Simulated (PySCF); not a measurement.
**Reading a saddle point**

A first-order saddle point of BH2SF, singlet, PBE0-D4/def2-TZVP, with one imaginary mode of 1193i cm⁻¹:

```
5
angstrom
B -0.2374 0.0902 -0.2724
H 0.1671 0.5316 0.9927
S 0.5893 -1.2986 -0.7793
H 0.6399 -0.2760 0.6928
F -1.1587 0.9528 -0.6340
```

PySCF 2.14 with density fitting (its default auxiliary sets; JK sets also for MP2 and CCSD(T)); basis: def2-TZVPP and def2-QZVPP; cores frozen in the correlated methods. Extrapolation: Hartree–Fock as exp(−7.88 √X), correlation as X^−2.97.

Problem. Which contacts change along the imaginary mode, and what lies on either side? (Judge from chemistry; the calculation decides.)

Solution. The calculation gives: The step is BH₂SF ([F][BH][SH]) → BSF + H₂, with the molecules in contact on both sides. Shortening one way: H2–H4; lengthening the same way: B1–H2, S3–H4.
| pair | one side (Å) | saddle (Å) | other side (Å) |
| --- | --- | --- | --- |
| H2–H4 | 2.57 | 0.98 | 0.75 |
| B1–H2 | 1.19 | 1.40 | 3.26 |
| S3–H4 | 1.34 | 1.79 | 3.54 |

Problem. Which side is lower, and how far does the saddle lie above each? (An estimate is asked for; the value comes from the calculation.)

Solution. Computed: The side with B1–H2, S3–H4 short is lower by 0.943 eV; the saddle lies 2.366 eV above it and 1.423 eV above the other (CCSD(T) at an estimated basis limit (MP2 extrapolated from triple and quadruple zeta, plus CCSD(T) − MP2 in triple zeta); electronic energies).

No T1 diagnostic of these runs exceeds 0.018.

Labels in which every atom is bracketed show which atoms are joined, not bond orders.

For scale, one of the runs: CCSD(T)/def2-TZVPP, 132 basis functions, launched by `OMP_NUM_THREADS=4 python run.py`. Hardware: 4 CPU threads of an Arm Neoverse N1, shared host. Wall time 76 s; peak host memory 0.72 GiB.
